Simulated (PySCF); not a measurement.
Converging SiC in the basis (r²SCAN)

PySCF, UKS reference; triplet, unpaired electrons σ ↑, π ↑; De to Si + C without counterpoise correction.

```
                      basis     relativity  functions  Re (Å)  ωe (cm⁻¹)  De (eV)  μ (D)
        cc-pV(D+d)Z/cc-pVDZ  no relativity         37   1.726        969     4.41  -1.28
                aug-pcseg-1  no relativity         50   1.723        977     4.43  -1.40
aug-cc-pV(D+d)Z/aug-cc-pVDZ  no relativity         55   1.727        965     4.41  -1.43
               x2c-TZVPPall  spin-free X2C         73   1.716        977     4.52  -1.42
                def2-TZVPPD  no relativity         85   1.716        978     4.53  -1.41
```

How does each smaller set differ from the one with most functions, def2-TZVPPD?

cc-pV(D+d)Z/cc-pVDZ: +1.0 pm, -0.9 % in ωe, -0.12 eV in De; aug-pcseg-1: +0.7 pm, -0.1 % in ωe, -0.10 eV in De; aug-cc-pV(D+d)Z/aug-cc-pVDZ: +1.1 pm, -1.3 % in ωe, -0.12 eV in De; x2c-TZVPPall: +0.0 pm, -0.1 % in ωe, -0.01 eV in De. All at r²SCAN; the set with most functions is neither the basis-set limit nor always the best. The rows treat relativity differently, so the differences are not basis effects alone.

A positive dipole means Si(−)C(+). The state was picked by a PBE0 search and need not be the measured ground state.
